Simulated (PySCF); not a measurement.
## Structure elucidation problem

An unknown has the formula C2H2O. Its calculated NMR data are:

¹H NMR (400 MHz, computed): δ 2.46 (s, 2H).

¹³C{¹H} NMR (computed): δ 198.6 (C), 1.1 (CH2).

In vacuum, relativity neglected, equivalent nuclei averaged, one computed conformer. NMR shieldings at PBE0/pcSseg-1/GIAO; geometry: PBE0-D3(BJ)/def2-SVP; B3LYP/pcJ-1 coupling constants; PySCF.

Shifts are taken against calculated references (same method and geometry level): TMS for ¹H, ¹³C.

Q: Propose a structure and justify it.

A: 
- Rings plus π bonds: 2 (no ring in the answer).
- 2 carbon signals for 2 carbons: no two carbons are equivalent.
- Carbon types of the structure: 1 × C, 1 × CH2, which accounts for all hydrogens.
- δC 198.6: central carbon of a ketene.
- δC 1.1: terminal carbon of a ketene.
- δH 2.46: hydrogen on a terminal carbon of a ketene.

The compound is SMILES C=C=O.

Shifts are as computed. Against solution values, carbons near 30 ppm lie about +2 ppm off and those near 130 ppm about +5 ppm. Of 1211 compounds with measured shifts, 218 miss one by over three times the rms of a fit or turn the order of signals round; such compounds aren't used in these exercises.
